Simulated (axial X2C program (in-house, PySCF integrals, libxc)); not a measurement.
## Spectroscopic constants of SiH

Computed with an axial X2C code built on PySCF integrals. Spin-free means the one-electron spin-free X2C Hamiltonian; two-component (2c) means X2C with spin–orbit coupling and atomic mean-field two-electron Coulomb and Gaunt terms, so the difference of the two also holds small scalar two-electron terms. Basis: Si dyall-v3z [8s7p2d1f], H dyall-v3z [6s2p1d] (cores contracted in-house); Gaussian nuclei, density fitting, unrestricted open shells. Masses: Si 27.977 u, H 1.008 u.

State, spin-free: M_S = 1/2, Λ = 1 (beyond evenly filled blocks: π+α); electrons by block: σα: 5, σβ: 5, π+α: 2, π+β: 1, π-α: 1, π-β: 1. Fragments: Si + H.

State, 2c: Ω = 1/2 (⟨Sz⟩ = -0.50, ⟨Lz⟩ = 1.00 at PBE0); electrons by block: 1/2: 7, -1/2: 6, 3/2: 1, -3/2: 1. Fragments: Si + H.

| Hamiltonian | level | Re (Å) | ωe (cm⁻¹) | ωexe (cm⁻¹) | De (eV) | k (mdyn/Å) | μ (D) |
| --- | --- | --- | --- | --- | --- | --- | --- |
| spin-free | PBE0 | 1.536 | 2015.8 | 32.2 | 3.01 | 2.33 | 0.14 |
| spin-free | HF | 1.518 | 2123.7 | 31.7 | 2.16 | 2.58 | 0.25 |
| spin-free | MP2 | 1.521 | 2089.3 | 32.9 | 2.92 | 2.5 | n/a |
| spin-free | CCSD | 1.527 | 2041.2 | 35.2 | 3.08 | 2.39 | n/a |
| spin-free | CCSD(T) | 1.529 | 2028.9 | 35.9 | 3.10 | 2.36 | n/a |
| spin-free | PBE | 1.550 | 1942.2 | 33.1 | 3.02 | 2.16 | 0.08 |
| 2c | PBE0 | 1.536 | 2015.2 | 32.1 | 3.02 | 2.33 | 0.14 |
| 2c | HF | 1.518 | 2123.0 | 31.7 | 2.16 | 2.58 | 0.25 |
| 2c | MP2 | 1.521 | 2088.7 | 32.9 | 2.94 | 2.5 | n/a |
| 2c | CCSD | 1.527 | 2040.6 | 35.3 | 3.09 | 2.39 | n/a |
| 2c | CCSD(T) | 1.529 | 2028.3 | 36 | 3.11 | 2.36 | n/a |
| 2c | PBE | 1.550 | 1941.5 | 33.1 | 3.03 | 2.16 | 0.07 |

Correlated methods: 5 electrons correlated (number of frozen shells: Si 2 s, 1 p; H none), 101 virtual spin orbitals or spinors in MP2, 71 natural virtuals in coupled cluster.

Dipoles are positive if H is the positive end.

One determinant describes the state; a PBE0 search over occupations chose it and may have missed a lower one. De is counted from the lowest determinant-based energies of the atoms at the same level, without counterpoise correction. Density functionals use the spin component along the axis (collinear). Coupled cluster ran in a truncated set of natural virtual spinors; the MP2 energy of the rest was added. (T) has no such correction and the atoms are truncated less, which lowers De at CCSD(T) by a hundredth of an eV or more. In 2c an atomic determinant is not the ground J level, so De misses part of the atomic spin–orbit lowering. This holds for PBE0, MP2, CCSD, CCSD(T), PBE. Without a current term, density functionals place determinants with orbital angular momentum somewhat too high.

Rough cost a point (2c) on 1 thread(s) of a shared host, integrals apart: PBE0 0.13 s, HF 0.06 s, CCSD(T) 0.7 s, PBE 0.1 s.

The whole task took 24 s on 1 thread of Intel(R) Xeon(R) Processor @ 2.30GHz (shared host).
